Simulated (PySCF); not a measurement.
Reaction (SMILES): C=O (CH2-O) → [CH-]=O + H+
B3LYP-D3(BJ)/def2-TZVP geometries, fixed; electronic energies without zero-point terms.

Basis-set convergence of the deprotonation energy at M06-2X with PySCF. All functions are spherical. Density fitting with generated auxiliary sets. No added dispersion term, no relativity. Functions are those of the species that has most. Reference: the value in aug-cc-pVQZ, 401.63 kcal/mol, itself unsure by roughly 1.34 kcal/mol (its distance from def2-QZVPPD). Deviations are taken from unrounded values. Cost is core time over that of 6-311+G**, rough, on shared machines of one kind.

```
basis        functions  deprotonation energy (kcal/mol)  minus reference (kcal/mol)  cost
-----------  ---------  -------------------------------  --------------------------  ----
6-311G**            48                           413.32                       11.68  0.6×
6-311+G**           56                           402.00                        0.36    1×
def2-SVPD           59                           404.33                        2.69  0.9×
pcseg-2             88                           404.50                        2.87    1×
def2-TZVPP          90                           406.07                        4.43    1×
aug-cc-pVTZ        138                           401.36                       -0.28    2×
cc-pVQZ            170                           406.40                        4.77    4×
def2-QZVPPD        195                           402.97                        1.34    3×
aug-cc-pVQZ        252                           401.63                        0.00    6×
```
